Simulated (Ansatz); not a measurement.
C3H5NO can be A, `NC1(O)C=C1`, or B, `CC(N)=C=O`.

Gas-phase electronic energies from Ansatz, PBE0-D4/def2-TZVP geometries. CCSD(T)/CBS adds triple-zeta CCSD(T) − MP2 to the extrapolated MP2 energy (def2 sets, frozen cores). DFT in def2-TZVPP. B3LYP here is the variant with VWN-RPA as its local correlation; programs differ in this. Each species was taken in one conformer, which may not be the lowest.

Task: Which is lower in electronic energy at CCSD(T)/CBS, and by how much? (Estimate.)

Result: Computed: B, by 29.3 kcal/mol.

Task: Give E(B) − E(A) in kcal/mol with B3LYP-D4, r2SCAN-D4, CCSD/def2-TZVPP, MP2/def2-TZVPP, B3LYP, PBE-D4, ωB97M-V. (An estimate is asked.)

Result: Ansatz gave: B3LYP-D4 -35.6, r2SCAN-D4 -33.6, CCSD/def2-TZVPP -30.9, MP2/def2-TZVPP -30.4, B3LYP -36.0, PBE-D4 -33.9, ωB97M-V -30.8. None reverses the order clearly.

Task: Does the order hold for the free energy at 298.15 K (harmonic terms from PBE0-D4)? (Estimate.)

Result: Computed: Yes: G(B) − G(A) = -30.3 kcal/mol, for one conformer each.

Largest T1 diagnostic: 0.015.

In def2-TZVPP, CCSD(T) changes the Hartree–Fock value by +3.6 kcal/mol (the triples alone add −0.4 kcal/mol) and MP2 by +4.5 kcal/mol. From BLYP to BHLYP (50 % exact exchange), in def2-TZVPP and without D4, E(B) − E(A) moves by +5.6 kcal/mol.
